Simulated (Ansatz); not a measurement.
Reaction (SMILES): C=[SiH2] (CH2-SiH2) + 2 [H][H] (H2) → C (CH4) + [SiH4] (SiH4)
B3LYP-D3(BJ)/def2-TZVP geometries, fixed; electronic energies without zero-point terms.

Basis-set convergence of the energy of full hydrogenation at wB97M-V with Ansatz (a quantum-chemistry and plane-wave program). Cartesian d functions, on some or all atoms, in 6-31G*, 6-31+G*, 6-311G**, 6-311+G**; all else is spherical. The program fits the integrals of some runs and decomposes those of others, by size. The functional holds VV10 correlation; no added dispersion term, no relativity. Functions are those of the species that has most. Reference: the value in aug-pcseg-3, -65.96 kcal/mol, itself unsure by roughly 0.04 kcal/mol (its mean distance from aug-cc-pV(Q+d)Z, cc-pV(5+d)Z, def2-QZVPPD). Deviations are taken from unrounded values.

```
basis            functions  energy of full hydrogenation (kcal/mol)
---------------  ---------  ---------------------------------------
6-31G*                  42                                   -70.02
6-31+G*                 50                                   -69.68
def2-SVP                52                                   -71.31
def2-SVPD               76                                   -71.27
pcseg-1                 52                                   -69.33
aug-pcseg-1             86                                   -68.21
cc-pV(D+d)Z             57                                   -70.42
aug-cc-pV(D+d)Z         91                                   -69.60
6-311G**                69                                   -67.28
6-311+G**               77                                   -66.72
def2-TZVP               92                                   -66.34
def2-TZVPD             116                                   -66.23
pcseg-2                120                                   -66.78
aug-pcseg-2            188                                   -66.59
cc-pV(T+d)Z            125                                   -66.70
aug-cc-pV(T+d)Z        193                                   -66.19
def2-TZVPP             129                                   -66.45
def2-TZVPPD            153                                   -66.33
cc-pV(Q+d)Z            239                                   -66.01
aug-cc-pV(Q+d)Z        353                                   -65.90
def2-QZVPP             247                                   -65.93
def2-QZVPPD            271                                   -65.92
pcseg-3                256                                   -65.98
aug-pcseg-3            370                                   -65.96
```

What the diffuse functions change, pair by pair:
- 6-31G* to 6-31+G*: 8 more functions, deviation -4.06 to -3.73 kcal/mol
- def2-SVP to def2-SVPD: 24 more functions, deviation -5.35 to -5.31 kcal/mol
- pcseg-1 to aug-pcseg-1: 34 more functions, deviation -3.38 to -2.26 kcal/mol
- cc-pV(D+d)Z to aug-cc-pV(D+d)Z: 34 more functions, deviation -4.46 to -3.65 kcal/mol
- 6-311G** to 6-311+G**: 8 more functions, deviation -1.32 to -0.76 kcal/mol
- def2-TZVP to def2-TZVPD: 24 more functions, deviation -0.38 to -0.27 kcal/mol
- pcseg-2 to aug-pcseg-2: 68 more functions, deviation -0.82 to -0.63 kcal/mol
- cc-pV(T+d)Z to aug-cc-pV(T+d)Z: 68 more functions, deviation -0.75 to -0.23 kcal/mol
- def2-TZVPP to def2-TZVPPD: 24 more functions, deviation -0.49 to -0.37 kcal/mol
- cc-pV(Q+d)Z to aug-cc-pV(Q+d)Z: 114 more functions, deviation -0.06 to 0.06 kcal/mol
- def2-QZVPP to def2-QZVPPD: 24 more functions, deviation 0.02 to 0.04 kcal/mol
- pcseg-3 to aug-pcseg-3: 114 more functions, deviation -0.03 to 0.00 kcal/mol

Leaving out the reference's own pair, they bring the value nearer the reference by more than 0.04 kcal/mol in 9 of 11 pairs.
